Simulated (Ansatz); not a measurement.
Basis-set series for `[CH2][Mg][CH3]` radical. Total charge 0; spin multiplicity 2. All single points use the PBE0-D4/def2-TZVP geometry.

```
functional       basis  functions  energy (Eh)  HOMO (eV)  LUMO (eV)
   PBE0-D4    def2-SVP         71   -278.88018      -6.14      -1.57
   PBE0-D4  def2-QZVPP        327   -279.05538      -6.20      -1.73
   ωB97M-V    def2-SVP         71   -279.01541      -8.14       0.06
   ωB97M-V  def2-QZVPP        327   -279.19507      -8.20      -0.27
```

(1) Give the rows for def2-TZVPP. (An estimate is asked.)

Answers

(1) Ansatz gave: 
```
functional       basis  functions  energy (Eh)  HOMO (eV)  LUMO (eV)
   PBE0-D4  def2-TZVPP        164   -279.04148      -6.18      -1.68
   ωB97M-V  def2-TZVPP        164   -279.18172      -8.19      -0.08
```

HOMO and LUMO are taken over both spins.
